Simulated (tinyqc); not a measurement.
Inside a calculation. Method: CCSD on RHF in the sto-6g basis, frozen core, for H2O, spin multiplicity 1. One step of it, computed by the program tinyqc.

Task: CCSD: starting amplitudes. t_ij^ab = <ij||ab> / (e_i + e_j - e_a - e_b), whose energy is MP2.

orbital energies (hartree): MO1 -20.507449, MO2 -1.257365, MO3 -0.603299, MO4 -0.452714, MO5 -0.394600, MO6 0.560250, MO7 0.690956

Two-electron integrals over orbitals (pq|rs), unique and non-zero (hartree); the lowest 1 orbital is frozen and left out:
```
(22|22) 0.728066    (32|32) 0.140813    (33|22) 0.638331    (33|33) 0.623886
(42|22) -0.004268   (42|33) 0.005656    (42|42) 0.127000    (43|32) 0.022378
(43|43) 0.049229    (44|22) 0.676101    (44|33) 0.592059    (44|42) -0.103122
(44|44) 0.765326    (52|52) 0.146559    (53|53) 0.028191    (54|52) -0.045910
(54|54) 0.053826    (55|22) 0.751079    (55|33) 0.622739    (55|42) -0.072139
(55|44) 0.721707    (55|55) 0.880663    (62|22) 0.142328    (62|33) 0.074008
(62|42) 0.023360    (62|44) 0.083930    (62|55) 0.156106    (62|62) 0.100953
(63|32) -0.040198   (63|43) -0.031304   (63|63) 0.073007    (64|22) 0.102916
(64|33) 0.044041    (64|42) -0.035132   (64|44) 0.124217    (64|55) 0.123573
(64|62) 0.061817    (64|64) 0.074817    (65|52) 0.057386    (65|54) 0.000284
(65|65) 0.037414    (66|22) 0.609689    (66|33) 0.567027    (66|42) 0.056390
(66|44) 0.549452    (66|55) 0.586701    (66|62) 0.096841    (66|64) 0.045835
(66|66) 0.596056    (72|32) 0.044784    (72|43) -0.032980   (72|63) 0.033966
(72|72) 0.063539    (73|22) 0.146588    (73|33) 0.090495    (73|42) -0.076607
(73|44) 0.156658    (73|55) 0.193276    (73|62) 0.075697    (73|64) 0.083620
(73|66) 0.039518    (73|73) 0.154123    (74|32) -0.075762   (74|43) -0.001676
(74|63) 0.047403    (74|72) -0.016927   (74|74) 0.068932    (75|53) 0.023795
(75|75) 0.024595    (76|32) 0.096189    (76|43) 0.051797    (76|63) -0.066463
(76|72) -0.007741   (76|74) -0.059092   (76|76) 0.116641    (77|22) 0.621105
(77|33) 0.604097    (77|42) -0.015503   (77|44) 0.601921    (77|55) 0.621384
(77|62) 0.068435    (77|64) 0.043009    (77|66) 0.563911    (77|73) 0.093983
(77|77) 0.614440
```

Give: Starting amplitudes; correlation energy.

Result:

Starting amplitudes (spin orbitals 1a, 1b, ...; amplitudes related by a flip of all spins are not repeated):
```
from      to       t
3a 3b  7a 7b  -0.060
4a 4b  6a 6b  -0.037
3a 4b  6b 7a   0.036
3a 3b  6a 6b  -0.031
4a 4b  7a 7b  -0.030
2a 2b  6a 6b  -0.028
2a 3b  6a 7b  -0.024
2a 4b  6a 6b  -0.022
3a 4b  6a 7b  -0.021
5a 5b  6a 6b  -0.020
2a 2b  7a 7b  -0.016
3a 4a  6a 7a   0.016
2a 3a  6a 7a  -0.013
5a 5b  7a 7b  -0.011
2a 3b  6b 7a   0.011
2a 4b  7a 7b   0.005
```

correlation energy = -0.03873 hartree
